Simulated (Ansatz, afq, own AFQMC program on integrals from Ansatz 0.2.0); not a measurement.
## Where AFQMC and coupled cluster stand for AlSiH2, quartet

```
atom   x (Å)    y (Å)    z (Å)
  Si  0.0000   0.0000   1.1321
  Al  0.0000   0.0000  -1.0459
   H  0.0000   1.4055  -1.7745
   H  0.0000  -1.4055  -1.7745
```

Connectivity, by distances: Si–AlH2.

Basis cc-pVDZ. Only valence electrons are correlated. Integrals, coupled cluster, full CI and functionals: Ansatz 0.2.0; the random walks run on the same integrals in our own AFQMC program. The CISD trial takes its coefficients from CCSD amplitudes. Released means that phaseless walkers are propagated on without the constraint, phases kept. ± is one standard error of the sampling.

Determinant: UHF, the one that the program's search chose, which needn't be the lowest solution. The geometry is a point of a scan.

No full CI on the walks' own integrals is used here; CCSDT(Q) serves as the reference and is uncertain by about the last step of the cluster series.

Cautions: lower spins were not checked.

The T1 diagnostic is 0.0272. The weight of the determinant in the CISD state is 0.883 and the ⟨S²⟩ of the determinant is 3.752. The size of the correlated space is 9 electrons in 36 orbitals.

| level | correlation energy (eV) |
| --- | --- |
| MP2 | -3.1463 |
| CCSD | -4.0642 |
| CCSD(T) | -4.1722 |

Q: Estimate where phaseless AFQMC with a CISD trial lies against CCSD(T) on the same integrals.

A: 3.6 ± 0.5 kJ/mol below CCSD(T).

Reference: CCSDT(Q), correlation energy -4.208 eV. The released energy is read at 2.40 1/Eh (meV from the phaseless value at times in 1/Eh: -6 ± 9 at 0.24, -5 ± 6 at 0.51, -5 ± 8 at 0.99, -10 ± 9 at 1.62, -2 ± 10 at 2.40).

| level | E − E(reference) (kJ/mol) | share of correlation (%) |
| --- | --- | --- |
| CCSD(T) | 3.5 | 99.14 |
| CCSDT | 0.6 | 99.86 |
| ph-AFQMC/HF | 9.1 ± 3.1 | 97.76 |
| ph-AFQMC/CISD | -0.1 ± 0.5 | 100.02 |
| released AFQMC | -0.3 ± 0.9 | 100.07 |

A walk keeps the symmetry of its determinant, which the program's search chose and which needn't be the lowest solution, so a lower state of the same spin and another symmetry isn't excluded. Released energies are given only where the last usable release times agree within the noise; a slower fall can still hide under it.
